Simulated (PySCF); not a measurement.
A geometry optimisation, step by step.

Species: C4H6F (charge +1).
Numbering: `[CH2:1]=[CH:2][C+:3]([CH3:4])[F:5]` (hydrogens: H6, H7 on C1; H8 on C2; H9, H10, H11 on C4)
Bond orders are those of one Lewis drawing.

Computed by this run: PBE0-D3(BJ)/def2-SVP geometry optimisation, gas phase (PySCF); density fitting, grid level 1; the optimiser is geomeTRIC in internal coordinates, started from a GFN2-xTB structure. The frame can shift and turn from step to step; on so coarse a grid that alone can change the energy by a few meV, and forces under 0.02 eV/Å are noise.

Step 0: E = -6941.1341 eV, largest atomic force 0.990 eV/Å
```
atom  x, y, z in Å  |  force x, y, z in eV/Å
C1      1.825    0.093    0.921   -0.272  -0.069   0.002
C2      0.871    0.282   -0.023   -0.156  -0.081   0.039
C3     -0.447   -0.204    0.128    0.122  -0.415   0.890
C4     -1.519   -0.051   -0.821   -0.323  -0.070  -0.057
F5     -0.732   -0.852    1.217    0.175   0.396  -0.688
H6      1.626   -0.441    1.840   -0.140  -0.254   0.409
H7      2.826    0.475    0.786    0.495   0.215  -0.130
H8      1.092    0.819   -0.936    0.048   0.201  -0.351
H9     -1.915   -1.038   -1.099    0.048  -0.313  -0.068
H10    -2.388    0.413   -0.331   -0.119   0.217   0.198
H11    -1.234    0.507   -1.708    0.121   0.173  -0.242
```

Step 1: E = -6941.1358 eV, largest atomic force 0.427 eV/Å
```
atom  x, y, z in Å  |  force x, y, z in eV/Å
C1      1.809    0.156    0.929    0.072   0.007  -0.015
C2      0.852    0.357   -0.017    0.051   0.013   0.064
C3     -0.404   -0.284    0.078    0.093  -0.123  -0.398
C4     -1.544   -0.075   -0.799   -0.027  -0.079   0.059
F5     -0.544   -1.191    0.969   -0.112   0.071   0.279
H6      1.619   -0.449    1.824    0.034  -0.045  -0.073
H7      2.801    0.611    0.824   -0.069   0.038   0.051
H8      1.025    1.004   -0.881   -0.033   0.038   0.042
H9     -1.928   -1.061   -1.121   -0.009   0.050  -0.049
H10    -2.368    0.370   -0.207   -0.002   0.019   0.042
H11    -1.312    0.574   -1.650    0.001   0.010  -0.002
```

Step 2: E = -6941.1585 eV, largest atomic force 0.152 eV/Å
```
atom  x, y, z in Å  |  force x, y, z in eV/Å
C1      1.823    0.150    0.921   -0.081  -0.057   0.034
C2      0.853    0.347   -0.012    0.009   0.060  -0.138
C3     -0.403   -0.301    0.068    0.017   0.082   0.127
C4     -1.542   -0.089   -0.809    0.052  -0.034  -0.038
F5     -0.582   -1.139    1.020   -0.011  -0.037   0.041
H6      1.675   -0.521    1.773    0.013  -0.019  -0.005
H7      2.783    0.673    0.848   -0.005   0.003  -0.010
H8      1.004    1.029   -0.852   -0.009   0.016   0.001
H9     -1.955   -1.067   -1.117   -0.004   0.009  -0.029
H10    -2.350    0.389   -0.218    0.025  -0.009   0.034
H11    -1.299    0.541   -1.671   -0.004  -0.014  -0.016
```

Step 3: E = -6941.1559 eV, largest atomic force 0.296 eV/Å
```
atom  x, y, z in Å  |  force x, y, z in eV/Å
C1      1.806    0.141    0.910    0.199   0.120  -0.057
C2      0.852    0.375   -0.030   -0.051  -0.189   0.221
C3     -0.393   -0.288    0.075   -0.112   0.139  -0.122
C4     -1.533   -0.100   -0.805   -0.026  -0.051   0.011
F5     -0.563   -1.103    1.052   -0.010   0.013  -0.072
H6      1.649   -0.566    1.731   -0.015   0.021  -0.007
H7      2.767    0.662    0.869    0.035  -0.014   0.003
H8      0.999    1.071   -0.860   -0.007  -0.014   0.023
H9     -1.944   -1.082   -1.100   -0.007  -0.003  -0.004
H10    -2.337    0.385   -0.214   -0.010  -0.010   0.000
H11    -1.295    0.516   -1.679    0.005  -0.010   0.004
```

Step 4: E = -6941.1615 eV, largest atomic force 0.037 eV/Å
```
atom  x, y, z in Å  |  force x, y, z in eV/Å
C1      1.820    0.145    0.912    0.015  -0.003  -0.018
C2      0.848    0.364   -0.013   -0.007  -0.015   0.033
C3     -0.404   -0.289    0.079   -0.009   0.028   0.005
C4     -1.537   -0.098   -0.810    0.000  -0.013  -0.011
F5     -0.585   -1.110    1.048    0.013   0.006  -0.017
H6      1.681   -0.556    1.742   -0.010   0.010   0.009
H7      2.778    0.672    0.850    0.009  -0.011  -0.010
H8      0.990    1.058   -0.844   -0.004   0.005   0.004
H9     -1.948   -1.079   -1.110    0.004  -0.001   0.004
H10    -2.344    0.386   -0.223   -0.010  -0.005  -0.001
H11    -1.292    0.519   -1.681   -0.001  -0.003   0.002
```

Step 5: E = -6941.1621 eV, largest atomic force 0.031 eV/Å
```
atom  x, y, z in Å  |  force x, y, z in eV/Å
C1      1.823    0.145    0.911   -0.002  -0.011  -0.004
C2      0.847    0.372   -0.010   -0.008   0.021  -0.020
C3     -0.405   -0.281    0.080   -0.004  -0.014   0.018
C4     -1.539   -0.100   -0.809    0.014   0.017  -0.011
F5     -0.581   -1.104    1.047   -0.012  -0.013   0.020
H6      1.677   -0.553    1.742    0.007   0.004   0.002
H7      2.787    0.659    0.842    0.000  -0.001  -0.004
H8      0.991    1.067   -0.840    0.000   0.003   0.000
H9     -1.941   -1.086   -1.106    0.007  -0.004   0.002
H10    -2.352    0.378   -0.225    0.000  -0.005  -0.001
H11    -1.299    0.517   -1.682   -0.002   0.003   0.000
```

Step 6: E = -6941.1620 eV, largest atomic force 0.024 eV/Å
```
atom  x, y, z in Å  |  force x, y, z in eV/Å
C1      1.825    0.145    0.905   -0.001  -0.005   0.003
C2      0.841    0.377   -0.004    0.007   0.002   0.001
C3     -0.410   -0.278    0.089    0.011  -0.009  -0.012
C4     -1.538   -0.102   -0.808   -0.012   0.000   0.018
F5     -0.587   -1.102    1.057   -0.001   0.023  -0.005
H6      1.688   -0.550    1.740    0.000  -0.004  -0.005
H7      2.792    0.653    0.823   -0.002   0.006   0.003
H8      0.979    1.072   -0.835    0.000  -0.002  -0.001
H9     -1.931   -1.090   -1.108   -0.002  -0.005  -0.003
H10    -2.358    0.372   -0.232   -0.002  -0.007  -0.004
H11    -1.294    0.515   -1.680    0.001   0.002   0.005
```

Step 7: E = -6941.1622 eV, largest atomic force under 0.02 eV/Å
```
atom  x, y, z in Å  |  force x, y, z in eV/Å
C1      1.826    0.145    0.904    0.000   0.000  -0.001
C2      0.841    0.379   -0.005    0.002  -0.004  -0.002
C3     -0.409   -0.276    0.089    0.003  -0.008  -0.002
C4     -1.539   -0.104   -0.807   -0.004   0.009   0.006
F5     -0.586   -1.095    1.060    0.001   0.010   0.003
H6      1.689   -0.554    1.735   -0.001  -0.001  -0.001
H7      2.792    0.654    0.824    0.000   0.002   0.000
H8      0.980    1.075   -0.836    0.000   0.000  -0.001
H9     -1.930   -1.093   -1.105    0.002  -0.003  -0.001
H10    -2.360    0.369   -0.230   -0.002  -0.006  -0.001
H11    -1.297    0.512   -1.680   -0.001   0.001   0.002
```

Q: Summarise the path.

A: The energy falls by 2.71 kJ/mol from step 0 to step 7; nine tenths of that is first reached at step 4. It rises by more than 0.2 meV at step 3. The largest force goes from 0.990 to under 0.02 eV/Å. Among the bonds C3–F5 changes most, from 1.299 to 1.283 Å; the atoms move by 0.076 Å rms after alignment.

Q: Follow the three bonds and two angles with the largest change from start to end.

A: 
```
step  E above end (kJ/mol)  largest force (eV/Å)  C3–F5 (Å)  C1–H7 (Å)  C3–C4 (Å)  H9–C4–H10 (°)  C3–C4–H10 (°)
   0                  2.71                 0.990      1.299      1.080      1.439          101.9          109.9
   1                  2.56                 0.427      1.279      1.096      1.453          104.8          108.6
   2                  0.36                 0.152      1.282      1.095      1.453          105.0          108.1
   3                  0.61                 0.296      1.283      1.094      1.452          105.1          107.6
   4                  0.08                 0.037      1.283      1.095      1.452          105.1          107.6
   5                  0.02                 0.031      1.282      1.095      1.453          105.1          107.7
   6                  0.02                 0.024      1.283      1.095      1.453          105.1          107.8
   7                  0.00            under 0.02      1.283      1.095      1.453          105.1          107.8
```

The cost below is that of the whole optimisation. The run took 31 s on one thread of an Intel Xeon Platinum 8259CL at 2.50 GHz, on a shared host, and the process peaked at 0.42 GiB of memory.
